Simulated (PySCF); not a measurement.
Ethane, C2H6, SMILES CC, point group D3d.

Level: B3LYP/pcSseg-1 in PySCF (density fitting, grid level 2); geometry and Hessian at that level, cubic constants and property derivatives from steps of ±0.6 along each species' dimensionless normal coordinates, second-order vibrational perturbation theory. The parent has the commonest isotopes.

Equilibrium geometry (Å):

```json
{"atom": "C1", "x": "-0.7590", "y": "0.0176", "z": "-0.0419"}
{"atom": "C2", "x": "0.7680", "y": "-0.0082", "z": "0.0173"}
{"atom": "H3", "x": "-1.1585", "y": "-0.8970", "z": "-0.4955"}
{"atom": "H4", "x": "-1.1232", "y": "0.8642", "z": "-0.6357"}
{"atom": "H5", "x": "-1.1979", "y": "0.1061", "z": "0.9588"}
{"atom": "H6", "x": "1.1323", "y": "-0.8548", "z": "0.6111"}
{"atom": "H7", "x": "1.1676", "y": "0.9064", "z": "0.4709"}
{"atom": "H8", "x": "1.2070", "y": "-0.0967", "z": "-0.9834"}
```

An isotope shift is δ(isotopologue) − δ(parent), that is, the negative of the change in the averaged GIAO shielding; n counts bonds from the nearest label (0: the labelled atom itself). These are computed values; those of heavy atoms are rounded to 5 ppb, about the numerical noise. One-bond deuterium shifts of ¹³C at such levels come out too large, by a quarter to a half.

What isotope shifts arise with ²H at 3?


| nucleus | n | 0 K (ppb) | 200 K (ppb) |
| --- | --- | --- | --- |
| H3 | 0 | -124 | -122 |
| C1 | 1 | -330 | -340 |
| C2 | 2 | -90 | -100 |
| H4 | 2 | -19 | -19 |
| H5 | 2 | -19 | -19 |
| H6 | 3 | -8 | -8 |
| H7 | 3 | -6 | -6 |
| H8 | 3 | -8 | -8 |

Internal rotors are held in one well.
